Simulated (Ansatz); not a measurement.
**B₂Cl (quartet): from Hartree-Fock to the top rungs at a displaced geometry (v1), cc-pVDZ**

An exercise on one series of results from a longer session: the logs are not shown, and one member is left open.

Method: cc-pVDZ, core rule «outside noble gas», up to 7 orbitals frozen; program: Ansatz 0.2.0, Gaussian basis.

The runs, in order: UHF; CCSD(T) on ROHF; CCSD(T) on UHF; BCCD(T) on ROHF; CISD; CCSDT(Q) on ROHF; CCSDT(Q) on UHF.

32 further runs of the same task are left out: 7 for a known fault of the program, 14 that didn't finish, 11 set aside as unsound or not needed.

**What is computed**

The geometry is a PBE0/def2-TZVP stationary point (not a proven minimum) with its atoms shifted at random (size 0.040 Å).

3 atoms, charge 0, spin multiplicity 4.

Atoms are counted from 1 here; the program's logs count them from 0.

Bond lengths: B1–B2 1.505 Å, B2–Cl3 1.642 Å. Angles: B1–B2–Cl3 176.8°.

Set-up of the first run:

Contents of in.yaml:

```yaml
crystal:
  periodic: [false, false, false]
  atoms:
    - {symbol: B, position_ang: [-0.015433, -0.009008, -1.550360]}
    - {symbol: B, position_ang: [-0.016266, -0.025151, -0.045113]}
    - {symbol: Cl, position_ang: [0.031698, 0.034159, 1.595473]}
basis:
  gaussian: {orbitals: cc-pVDZ}
magnetization: {spin_polarized: true, initial_magnetization: 3}
hamiltonian: {xc: hf}
output: {orbitals: {seedname: orbitals}}
```

Command:

```console
$ ansatz run in.yaml --threads 1 --pin off --events-out ev --progress --plain --max-ram 2393MiB
```

Steps of the session up to this table: UHF; CCSD(T) on ROHF; CCSD(T) on UHF; BCCD(T) on ROHF; CISD; CCSDT(Q) on ROHF; CCSDT(Q) on UHF.

One table of the session follows, with a row left open; its other results are not shown here.

```
   method  from UCCSDT(Q) (meV)
     ROHF               +7395.5
      UHF               +7359.5
     RMP2               +1035.5
     UMP2               +1043.5
     CISD                +838.7
    RCCSD                +274.0
    UCCSD                +272.8
 RCCSD(T)                 +47.1
 UCCSD(T)                 +46.9
  BCCD(T)                 +46.7
   RCCSDT                 +16.9
   UCCSDT                     ?
RCCSDT(Q)                  +1.9
UCCSDT(Q)                     0
```

Q: Estimate the row for UCCSDT from the others.

The run gave: from UCCSDT(Q) (meV): +16.4. In the column «from UCCSDT(Q) (meV)» it lies between RCCSDT(Q) (+1.9) and RCCSDT (+16.9).

Limits of these values: Restricted and unrestricted rows rest on different reference determinants; where their highest levels disagree by more than a few hundredths of an eV, they describe different states and don't form one ladder.
